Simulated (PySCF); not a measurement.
Match the barriers

Saddle point of SiH$_{4}$ClF, closed shell (SiH₃Cl ([SiH3][Cl]) + HF → SiH₂ClF ([F][SiH2][Cl]) + H₂; bonds formed: Si1–F7, H2–H6; bonds broken: Si1–H2, H6–F7), PBE0-D4/def2-TZVP structure:

```xyz
7
angstrom
Si -0.3626 -0.0594 0.2315
H 1.0800 -0.8755 -0.0819
H -0.4664 -0.9769 1.3979
H -1.4641 -0.4104 -0.6808
Cl -0.4592 1.7497 1.1832
H 1.1109 -0.1804 -0.7935
F 0.5613 0.7528 -1.2562
```

PySCF 2.14 with density fitting (its default auxiliary sets; JK sets also for MP2 and CCSD(T)); basis: def2-TZVPP, with def2-QZVPP for the basis limit; cores frozen in the correlated methods. Extrapolation: Hartree–Fock as exp(−7.88 √X), correlation as X^−2.97. Four methods, as single points on the PBE0-D4 structures, gave these electronic barriers from the start structure: 29.56, 31.27, 40.73, 52.51 kcal/mol.

**Question.** The methods were, in alphabetical order, BHLYP-D4, HF, PBE-D4, r2SCAN-D4. Which gave which? (A judgement: the text doesn't fix the answer.)

**Answer.** Computed: PBE-D4 29.56; r2SCAN-D4 31.27; BHLYP-D4 40.73; HF 52.51 kcal/mol. For comparison, CCSD(T) at an estimated basis limit (MP2 extrapolated from triple and quadruple zeta, plus CCSD(T) − MP2 in triple zeta) gives 37.86 kcal/mol.

The T1 diagnostic stays at or below 0.012.

Labels in which every atom is bracketed show which atoms are joined, not bond orders.

For scale, one of the runs: CCSD(T)/def2-TZVPP, 171 basis functions, launched by `OMP_NUM_THREADS=4 python run.py`. Time: 3.1 min of wall clock on 4 CPU threads of an Arm Neoverse V1; the host was shared. Peak host memory: 1.5 GiB.
